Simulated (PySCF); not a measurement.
Monofluorosilane, FH₃Si.
Numbering: `[F:1][SiH3:2]` (hydrogens: H3, H4, H5 on Si2)

Computed with PySCF at CAM-B3LYP/def2-SVPD, non-relativistic, on one gas-phase PBE0-D3(BJ)/def2-SVP geometry that isn't relaxed in the solvent. The solvent is an IEF-PCM continuum (Bondi radii, 1.10 Å for H, scaled by 1.2). Only the electrostatic response of the medium enters.

Gas phase at CAM-B3LYP/def2-SVPD: HOMO -11.27 eV, LUMO 0.77 eV, dipole 1.52 D.

Question: What does the continuum do to the energy, the frontier levels and the dipole at CAM-B3LYP/def2-SVPD in chloroform?

Answer: 
```json
{"solvent": "chloroform", "ε": "4.711", "E(solvent) − E(gas) (kcal/mol)": "-1.11", "polarisation term (kcal/mol)": "-1.22", "distortion of the solute (kcal/mol)": "0.11", "HOMO (eV)": "-11.13", "LUMO (eV)": "0.89", "dipole (D)": "1.75"}
```

Polarisation term: ½ Σ q·V over the induced surface charges. Distortion: the rise of the solute's own energy as its density leaves the gas-phase optimum.

Question: Which radius a makes the point-dipole formula ΔE = −[(ε − 1)/(2ε + 1)]·μ²/a³ give the value in chloroform, with the gas-phase dipole?

Answer: μ = 0.599 au and |ΔE| = 0.00176 Eh give a = 2.21 Å; the farthest nucleus lies 1.58 Å from the centroid of the nuclei. The formula assumes a rigid point dipole at the centre of a sphere.

Question: How does the static polarisability (CAM-B3LYP/def2-SVPD, frozen core, with the continuum's full static response) change?

Answer: 
| medium | isotropic (au) | principal values (au) | ⟨r²⟩ of the electrons (bohr²) |
| --- | --- | --- | --- |
| gas | 28.6 | 27.2, 29.3, 29.3 | 130.4 |
| chloroform | 33.6 | 31.2, 34.7, 34.7 | 130.3 |

The isotropic value in chloroform is 1.17 times the gas-phase one; no cavity-field correction is applied. ⟨r²⟩ is taken about the centre of nuclear charge.

On one thread of an Arm Neoverse V2, no GPU (shared host), this took 1.4 s and 0.33 GiB of memory at its peak. This is the whole response run at CAM-B3LYP/def2-SVPD in chloroform, SCF included.
